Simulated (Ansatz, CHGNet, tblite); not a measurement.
**How well does each level of theory give the elastic constant C13 of wurtzite GaN?**

Reference value: 106 GPa (measured, temperature not stated, no zero-point or thermal correction, our sources range from 92.0 to 106; as tabulated in Oses et al. (2018), arXiv:1811.08464).

Question: What do GFN1-xTB, CHGNet-r²SCAN, LDA, PBE, PBE-D3(BJ), r²SCAN+rVV10, B3LYP (VWN-RPA form) give, and how far is each from the reference?

Answer: 
| level (code) | value (GPa) | cell (Å³/atom) | difference (%) |
|---|---|---|---|
| GFN1-xTB (tblite) | 42.5 | 12.90 | -60 |
| CHGNet-r²SCAN | 140 | 11.42 | +32 |
| LDA (Ansatz) | 101 | 11.05 | -4.7 |
| PBE (Ansatz) | 80.2 | 11.76 | -24 |
| PBE-D3(BJ) (Ansatz) | 86.8 | 11.52 | -18.1 |
| r²SCAN+rVV10 (Ansatz) | 98.4 | 11.30 | -7.2 |
| B3LYP (VWN-RPA form) (Ansatz) | 80.7 | 11.68 | -24 |

The levels aren't ranked against this reference (sources at odds).

The reference isn't brought to a static lattice, while the calculations are for one, so the differences are not the levels' errors alone.  GFN1-xTB: the method was fitted mainly to molecules. GFN1-xTB: the run uses a supercell at the zone centre in place of a k mesh. PBE-D3(BJ): the dispersion coefficients are held fixed in the derivatives. Each level is taken at its own relaxed cell. Cutoffs and k meshes differ between the levels. Ansatz's density-functional and Hartree–Fock values are scalar-relativistic unless marked +SOC, with PAW data made under PBE.

Machine-learned potentials (CHGNet-r²SCAN) are trained on DFT data: a solid inside that data is no test of them.

Differences are worked out from the printed values.

Ansatz is a quantum-chemistry and plane-wave program.
